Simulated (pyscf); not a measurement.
Thermochemistry of product channels of H₃C–CH₂–Zn–OH (SMILES C[CH2][Zn][OH]) + H₂O (SMILES O) on the singlet surface, in kcal/mol, from ωB97M-D3(BJ)/def2-TZVP energies (ideal gas, 1 atm, RRHO with modes under 100 cm⁻¹ raised to 100, one conformer, R ln 2 for chiral ones without a mode under 150 cm⁻¹). Optimised with ωB97X-D3(BJ)/def2-SVP in PySCF.

```csv
products,ΔE,ΔH(298 K),ΔG(600 K),ΔG(900 K)
H₃C–CH₂–OH (SMILES CCO) + HO–ZnH (SMILES [OH][ZnH]),+10.6,+9.6,+10.1,?
HO–Zn–OH (SMILES [OH][Zn][OH]) + H₃C–CH₃ (SMILES CC),-13.9,-13.7,-11.7,?
```

Question: Some entries are withheld; supply them.

Answer: 
- H₃C–CH₂–OH (SMILES CCO) + HO–ZnH (SMILES [OH][ZnH]), ΔG(900 K): +10.7
- HO–Zn–OH (SMILES [OH][Zn][OH]) + H₃C–CH₃ (SMILES CC), ΔG(900 K): -10.5

These are energies of the channels, which say nothing of barriers. Elements up to Kr have no core potential and no relativistic terms here.
